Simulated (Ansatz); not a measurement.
Wavefunction ladder for `CC(C)(F)S`

Z-matrix (Å, degrees):
```
C
C 1 1.509
H 1 1.089 2 110.2
H 1 1.091 2 110.5 3 -120.2
H 1 1.093 2 109.6 3 120.3
C 2 1.509 1 113.6 3 -176.8
F 2 1.388 1 107.8 3 -57.4
S 2 1.841 1 111.9 3 55.3
H 6 1.089 2 110.2 1 176.9
H 6 1.091 2 110.5 1 -62.9
H 6 1.093 2 109.5 1 56.7
H 8 1.342 2 95.4 1 64.7
```

Charge 0, multiplicity 1. The structure was optimised at the PBE0-D4/def2-TZVP level. It is one conformer, not always the lowest. Frozen core, restricted reference, Ansatz 0.2.0. CBS rows extrapolate triple and quadruple zeta; past MP2 they add the triple-zeta difference.

```
     basis     HF (Eh)  MP2 corr.
def2-TZVPP  -614.74898   -0.95203
def2-QZVPP  -614.77017   -1.02562
```

(1) Estimate the CCSD correlation energy and the (T) correction in each basis where they were run (hartree).

Results:

(1) 
```csv
basis,CCSD corr.,(T)
def2-TZVPP,-1.00053,-0.03889
CBS(def2),-1.12863,as TZ
```
